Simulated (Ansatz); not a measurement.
Compare A (`CC1CCS1`) with its isomer B (`C=C(C)SC`).

Calculated with Ansatz (gas phase, PBE0-D4/def2-TZVP geometries, no zero-point term in ΔE). CBS: MP2 limit from def2 TZ/QZ plus the TZ coupled-cluster correction, frozen cores. Functionals use def2-TZVPP. B3LYP here is the variant with VWN-RPA as its local correlation; programs differ in this. One conformer a species, not always the lowest.

(1) Which is lower in electronic energy at CCSD(T)/CBS, and by how much? (Estimate.)

(2) Give E(B) − E(A) in kJ/mol with ωB97M-V, r2SCAN-D4, MP2/def2-TZVPP, B3LYP-D4, PBE0-D4, B2PLYP, PBE-D4. (Best estimate.)

Largest T1 diagnostic: 0.011.

Answers

(1) The calculation gave: A, by 10.8 kJ/mol.

(2) Ansatz gave: ωB97M-V 13.6, r2SCAN-D4 4.5, MP2/def2-TZVPP 17.1, B3LYP-D4 -3.3, PBE0-D4 19.2, B2PLYP 2.9, PBE-D4 9.4. The order is the other way round with B3LYP-D4.

From PBE to PBE0 (25 % exact exchange), in def2-TZVPP and without D4, E(B) − E(A) moves by +9.9 kJ/mol. In def2-TZVPP, CCSD(T) changes the Hartree–Fock value by +11.2 kJ/mol (the triples alone add −1.5 kJ/mol) and MP2 by +15.7 kJ/mol.
